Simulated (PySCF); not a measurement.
C2H6OP2.
Numbering: `[O:1]=[P:2]1([PH2:3])[CH2:4][CH2:5]1`

Cartesian coordinates in Å at the GFN2-xTB level; atoms count from 1:
```
atom  x, y, z in Å
O1     0.8201   -1.5659   -1.1006
P2     0.3836   -0.3940   -0.3208
P3     1.8616    1.1082    0.2113
C4    -0.9853   -0.4685    0.8646
C5    -1.2874    0.2937   -0.4555
H6     2.7314    0.0967    0.6235
H7     2.3567    1.0705   -1.0935
H8    -0.9716    0.1302    1.7625
H9    -1.4800   -1.4225    0.9834
H10   -1.9621   -0.2001   -1.1410
H11   -1.4615    1.3544   -0.3597
```

Probes without a nucleus sit at each ring's centroid and 1 Å off its mean plane on both sides; NICS is minus the shielding there, NICSzz its component along the normal. Level: GIAO PBE0/pcSseg-1 (PySCF, non-relativistic, gas phase) on the GFN2-xTB geometry, one conformer.

Ring bond lengths (Å), with Mayer bond orders in brackets: P2–C4 1.812 (0.87), C4–C5 1.554 (0.90), C5–P2 1.812 (0.87).

Q: What do the NICS probes read (ppm)?

A: 
| ring | type | NICS(0) | NICS(1), two faces | NICS(1)zz, two faces | rms pucker (Å) | centre to ring atoms, mean (Å) |
| --- | --- | --- | --- | --- | --- | --- |
| P2–C4–C5 | 3-membered ring with P; formal bonds all single | -23.1 | -4.1 / -8.6 | -8.5 / -15.3 | 0.00 | 1.00 |

Q: What do they say, and how far can they be read as aromaticity?

A: 
- P2–C4–C5: mean NICS(1)zz -11.9 ppm, shielded. P2, C4, C5 have four or more neighbours, so the value isn't read as a sign of a π ring current. The two faces differ by 6.8 ppm, so no symmetry operation interchanges them. NICS(0) lies 17 ppm below the mean NICS(1).

Q: What field does 9.4 T along the ring normal induce along that normal at the first NICS(1) probe listed for ring P2–C4–C5, 1 Å off the ring?

A: NICSzz × B0 = -8.5 ppm × 9.4 T = -80 μT, against the applied field.

Q: Give the inner angles of the rings and the Hirshfeld charges of the ring atoms.

A: 
- P2–C4–C5: P2 50.8° (+0.347 e), C4 64.6° (-0.127 e), C5 64.6° (-0.127 e); sum 180.0° against 180° for a flat convex ring.

Q: What are the shieldings of the ring atoms and their hydrogens in the same run (means over atoms taken as equivalent)?

A: 
```json
{"atoms": "P2", "environment": "phosphoryl phosphorus", "σ isotropic (ppm)": "406.2"}
{"atoms": "C4 (×2)", "environment": "sp3 carbon bound to phosphorus", "σ isotropic (ppm)": "173.5"}
{"atoms": "H8 (×2)", "environment": "methylene hydrogen", "σ isotropic (ppm)": "30.83"}
{"atoms": "H9 (×2)", "environment": "methylene hydrogen", "σ isotropic (ppm)": "29.84"}
```
